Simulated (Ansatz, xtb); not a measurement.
# CH2B: which of two isomers lies lower

We compare a, `[B]=C`, a doublet, with b, `B=[CH]`, a doublet. Both are isolated molecules in the gas phase, relaxed with PBE0-D3(BJ)/def2-SVP.

a (Å):

```xyz
4

C    -0.4756   -1.1118    2.2390
B    -1.1356   -1.4579    1.0635
H    -0.1413   -0.0858    2.4256
H    -0.2681   -1.8535    3.0176
```

b (Å):

```xyz
4

C     0.0000    0.0000   -0.7066
B     0.0000    0.0000    0.6538
H     0.0000    0.0000   -1.7869
H     0.0000    0.0000    1.8397
```

**Question.** Which of the two would you expect CCSD(T)/def2-TZVPP electronic energies to favour?

**Answer.** Structure b; the calculation gives E(b) − E(a) = −11.5 kcal/mol.

How the difference moves with the method:

| level | geometry | E(b) − E(a) (kcal/mol) | departure from the last row (kcal/mol) | job, with rough time for the two |
| --- | --- | --- | --- | --- |
| GFN2-xTB | GFN2-xTB | −19.8 | −8.3 | optimisation, 0.076 s |
| HF/STO-3G | GFN2-xTB | −12.0 | −0.5 | single point, 0.2 s |
| r2SCAN-D4/def2-SVP | GFN2-xTB | −9.7 | +1.8 | single point, 3.9 s |
| PBE0-D3(BJ)/def2-SVP | PBE0-D3(BJ)/def2-SVP | −10.8 | +0.6 | optimisation, 84 s |
| HF/def2-TZVPP | PBE0-D3(BJ)/def2-SVP | −11.0 | +0.5 | part of the CCSD(T) run |
| MP2/def2-TZVPP | PBE0-D3(BJ)/def2-SVP | −13.6 | −2.1 | part of the CCSD(T) run |
| CCSD(T)/def2-TZVPP | PBE0-D3(BJ)/def2-SVP | −11.5 |  | single point, 9.9 s |

As drawn, b has 1 B–H in place of 1 C–H.

The levels shown agree on the order. The largest departure from CCSD(T)/def2-TZVPP is that of GFN2-xTB, 8.3 kcal/mol.

With harmonic frequencies from PBE0-D3(BJ)/def2-SVP (ideal gas, rigid rotor, one conformer each, 298.15 K, 1 atm): the zero-point term adds +0.3 kcal/mol; ΔH is −11.4 and ΔG −10.4 kcal/mol.

The T1 diagnostic of structure a is large, so the coupled-cluster value is less sure. Open shells are spin-unrestricted, with notable spin contamination under HF/STO-3G, HF/def2-TZVPP, MP2/def2-TZVPP, CCSD(T)/def2-TZVPP. The correlated steps freeze 2 core orbitals. Programs: Ansatz 0.2.0, xtb 6.7.1; the last row on 1 thread of Arm Neoverse V1 on a shared host.
